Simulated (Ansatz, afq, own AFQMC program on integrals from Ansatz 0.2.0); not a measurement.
Two steps: Ansatz 0.2.0 writes the Fock matrix and Cholesky factors of the valence space, and afq projects on them the lowest state that overlaps trial and start.

```yaml
crystal:
  periodic: [false, false, false]
  atoms:
    - {symbol: Be, position_ang: [0.000000, 0.000000, 1.137000]}
    - {symbol: Be, position_ang: [0.000000, 0.000000, -1.137000]}
    - {symbol: H, position_ang: [0.000000, 0.000000, 2.484518]}
    - {symbol: H, position_ang: [0.000000, 0.000000, -2.484518]}
basis:
  gaussian: {orbitals: cc-pVDZ}
magnetization: {spin_polarized: false}
correlation: {method: ccsd_t, electrons: outside_noble_gas, hamiltonian_folder: ham}
```

```sh
$ ansatz run in.yaml --threads 1 --pin off --events-out ev --progress --plain --max-ram 1382MiB
```

Options of the walk:

```
--method free --trial cisd --walkers 80 --time-step 0.03 --max-blocks 80 --target-error 0.00029 --factor-cut 1e-05 --seed 6120 --times 0,0.3,0.6,1.2,1.8,2.4,3.6,4.8,6 --taylor-order 8
```

Times are imaginary, in 1/Eh. The walk had a cap of 490 s.

afq prints:

```
orbitals 36  electrons 3 3  factors 265 of 348
reference energy -30.37959752 Eh
CCSD correlation -0.10574944 Eh in 10 cycles, weight of the determinant in the CISD state 0.9169
repeat  energy at the last time / Eh  error
    10  -30.487339  0.000477
    20  -30.486979  0.000284
    30  -30.487193  0.000210
time / (1/Eh)  energy / Eh  error  mean overlap
  0.00  -30.485401  0.000090  1.0902
  0.30  -30.486175  0.000103  1.0864
  0.60  -30.486452  0.000075  1.0988
  1.20  -30.486830  0.000079  1.1004
  1.80  -30.487033  0.000083  1.1019
  2.40  -30.487037  0.000064  1.1009
  3.60  -30.487314  0.000117  1.0918
  4.80  -30.487292  0.000174  1.0804
  6.00  -30.487240  0.000213  1.1449
energy -30.487240 +/- 0.000213 Eh
```

The run passed its tests (error under three times the target), which doesn't prove that it has relaxed.

Against this walk (error 5.8 meV) on the same determinant: CCSD(T) 13.6 meV higher, CCSDT(Q) 0.8 meV lower (within the noise), full CI 1.2 meV lower (within the noise). The error is statistical, and a free projection of finite length keeps a remainder of its start.

Cautions: remainder of the start not in the error.

The walk took 53 s on 1 thread of Arm Neoverse V1, on a shared host. The log's last line is the free-projection energy.

CCSDT and higher add their correlation energy to the determinant of the CCSD(T) run, since their own runs factorise the integrals more tightly (a shift of under 2 meV). A walk keeps the symmetry of its determinant, which the program's search chose and which needn't be the lowest solution, so a lower state of the same spin and another symmetry isn't excluded.
